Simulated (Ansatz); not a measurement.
Abridged output of a molecular run in Ansatz:

```
Functional definition: HF
2878 factors; integrals over basis functions are off by at most 1.1e-3 eV
mean field evaluation 1: about -8523.9064 eV, gradient 5.2e1 eV
mean field evaluation 2: about -8524.2582 eV, gradient 5.2e1 eV
mean field evaluation 4: about -8531.7210 eV, gradient 6.1e0 eV
mean field evaluation 8: about -8531.8447 eV, gradient 3.0e-1 eV
mean field -8531.84505921 eV, -313.5395228337 hartree, gradient 1.9e-6 eV, S^2 0.000000; 0 other end points of the search recorded, 0 dependent functions left out
8 core orbitals not correlated: weight in the atoms' cores, before any rotation towards them, 1.000 or more for the frozen orbitals, at most 0.000 for the correlated occupied ones
reference -8531.84505921 eV, -313.5395228337 hartree; 25, 25 occupied and 467, 467 virtual orbitals, 2878 factors
second order -38.88352084 eV of doubles, -0.00000000 eV of singles
cycle   1  -40.21990729 eV  change    -1.3e0 eV  update   1.2e-1
cycle   2  -41.14852678 eV  change   -9.3e-1 eV  update   3.2e-2
cycle   3  -41.28316482 eV  change   -1.3e-1 eV  update   1.2e-2
cycle   4  -41.27972145 eV  change    3.4e-3 eV  update   2.6e-3
cycle   5  -41.28055135 eV  change   -8.3e-4 eV  update   8.5e-4
cycle   6  -41.28082790 eV  change   -2.8e-4 eV  update   2.0e-4
cycle   7  -41.28078932 eV  change    3.9e-5 eV  update   5.9e-5
perturbative correction -1.65018424 eV, -0.0606431523 hartree
Total energy: -8574.77603277 eV, -315.1172070124 hartree
```

Its atoms:

```xyz
26

C     0.3079   -0.0892    2.5827
C     0.8328    0.3653    1.2295
C    -0.0232    0.0111    0.0017
C    -1.3978    0.6700    0.1120
C    -0.1744   -1.5177   -0.0735
C    -0.9491   -2.0704   -1.2599
C     0.6985    0.5018   -1.2649
C     0.9916    1.9917   -1.3507
H     0.2562   -1.1767    2.6651
H    -0.6892    0.3089    2.7860
H     0.9658    0.2636    3.3804
H     1.8363   -0.0513    1.0762
H     0.9582    1.4519    1.2602
H    -1.9964    0.2124    0.9033
H    -1.3117    1.7353    0.3395
H    -1.9598    0.5775   -0.8205
H    -0.6642   -1.8608    0.8429
H     0.8299   -1.9598   -0.0642
H    -0.4590   -1.8581   -2.2122
H    -1.0392   -3.1562   -1.1789
H    -1.9624   -1.6645   -1.3081
H     0.0960    0.2226   -2.1346
H     1.6399   -0.0544   -1.3571
H     1.4532    2.2306   -2.3118
H     0.0808    2.5901   -1.2717
H     1.6792    2.3260   -0.5712
```

(1) Which basis set was used?
A. def2-SVP
B. def2-QZVPP
C. def2-TZVPP
D. cc-pV(Q+d)Z

(2) Write the keys of the input that set method, charge and spin (a neutral closed shell needs none for the last two).

Results:

(1) C. It gives 500 functions.

(2) 
```yaml
correlation: {method: ccsd_t}
```
